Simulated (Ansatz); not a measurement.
A nudged elastic band was laid between two geometries of CH5FSi (8 atoms, charge 0, multiplicity 1).

Theory: Ansatz 0.2.0, RKS PBE0/cc-pVDZ.

```yaml
movable_images: 5
climbing_image: yes
spring: 5.0 eV/Å²
optimiser: quadratic models (default)
start_path: straight line
force_threshold: 0.05 eV/Å
iteration_limit: 60
end_points: relaxed
```

First end point:

```xyz
8
Properties=species:S:1:pos:R:3
Si 0.185 -0.057 0.347
H -0.248 -0.305 1.757
C 2.044 0.033 0.202
H 2.495 -0.914 0.541
H 2.350 0.207 -0.840
H 2.446 0.847 0.825
F -0.462 1.394 -0.110
H -0.391 -1.099 -0.560
```

Last end point:

```xyz
8
Properties=species:S:1:pos:R:3
Si -0.844 0.170 -0.302
H 0.899 -0.126 1.340
C 1.930 -0.055 0.940
H 2.328 -1.068 0.798
H 1.942 0.490 -0.013
H 2.527 0.491 1.684
F -0.140 1.291 -1.315
H -0.222 -1.085 -0.970
```

Question: Which bonds break or form, and what moves?

Answer: Bonds broken: Si1–H2, Si1–C3. Bonds formed: H2–C3. CH5FSi becomes CH4 + FHSi.

Question: Give the energies along the band, and the barrier.

Answer: It converged. The highest image is number 4 of 0 to 6, 74.9 kcal/mol above the first end and 30.2 kcal/mol above the last; the last end lies 44.6 kcal/mol above the first. Neighbouring images differ by up to 1.5 eV, so the band resolves the path poorly. Another band between the same ends (5 images) ends at a top of the same energy, where a vibrational analysis finds 1 clearly imaginary mode. The orbitals stay closed-shell, which can raise the energy where a bond breaks towards radicals; this wasn't checked here.

| image | path coordinate (Å) | energy (kcal/mol) | Si1–H2 (Å) | Si1–C3 (Å) | H2–C3 (Å) |
| --- | --- | --- | --- | --- | --- |
| 0 | 0.00 | 0.0 | 1.50 | 1.87 | 2.79 |
| 1 | 0.50 | 0.3 | 1.50 | 1.87 | 2.77 |
| 2 | 0.99 | 7.7 | 1.48 | 1.84 | 2.45 |
| 3 | 1.49 | 42.0 | 1.45 | 1.92 | 2.00 |
| 4 | 1.98 | 74.9 | 1.51 | 2.20 | 1.60 |
| 5 | 2.65 | 47.2 | 1.92 | 2.65 | 1.14 |
| 6 | 3.31 | 44.6 | 2.41 | 3.05 | 1.11 |

Question: What is the geometry of the highest image?

Answer: 
```xyz
8
Properties=species:S:1:pos:R:3
Si -0.282 0.015 0.046
H 0.442 0.131 1.367
C 1.839 -0.062 0.620
H 2.169 -1.108 0.657
H 2.179 0.450 -0.294
H 2.211 0.494 1.493
F -0.137 1.362 -0.917
H -0.003 -1.175 -0.811
```

The band took 11 iterations and roughly 50 core-seconds.

Run time: 53 s on 1 thread of AMD EPYC 9R45 96-Core Processor (Zen 5), with other jobs on the host, peak memory 0.15 GiB.
